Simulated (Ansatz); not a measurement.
Species: CH3O, SMILES `C[O]` (charge 0, multiplicity 2).

Question: Give a relaxed geometry from r2SCAN-D4/def2-SVP (Ansatz, a quantum-chemistry and plane-wave program).

Answer: the end point of this relaxation (outside a Z-matrix the atoms follow the SMILES, hydrogens last).
Bonds (Å): C1–O2 1.350, C1–H3 1.119, C1–H4 1.113, C1–H5 1.113. Angles (°): O2–C1–H3 105.6, O2–C1–H4 114.5, O2–C1–H5 114.5, H3–C1–H4 105.2, H3–C1–H5 105.2, H4–C1–H5 110.8.
